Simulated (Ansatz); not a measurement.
# How the smallest direct gap on the k points sampled of solid iodine moves with the method

No measured value is used here.

| level (code) | value (eV) |
|---|---|
| LDA+SOC (Ansatz) | 1.03 |
| BLYP (Ansatz) | ? |
| PBE+SOC (Ansatz) | 1.13 |
| PBEsol+SOC (Ansatz) | 1.09 |
| RPBE (Ansatz) | ? |
| r²SCAN+SOC (Ansatz) | 1.38 |
| B3LYP (VWN-RPA form) (Ansatz) | 2.56 |
| HSE06+SOC (Ansatz) | 2.01 |
| PBE0 (Ansatz) | 2.91 |
| r²SCAN0 (Ansatz) | ? |

Complete the blanks.


- BLYP (Ansatz, an electronic-structure program), value (eV): 1.28
- RPBE (Ansatz), value (eV): 1.33
- r²SCAN0 (Ansatz), value (eV): 3.05

Computed values are for a static lattice. Levels without +SOC have no spin–orbit coupling; where heavier elements are present it shifts gaps, mostly down, and can invert bands.  Values are at the measured cell. Cutoffs and k meshes differ between the levels. Ansatz's density-functional and Hartree–Fock values are scalar-relativistic unless marked +SOC, with PAW data made under PBE.
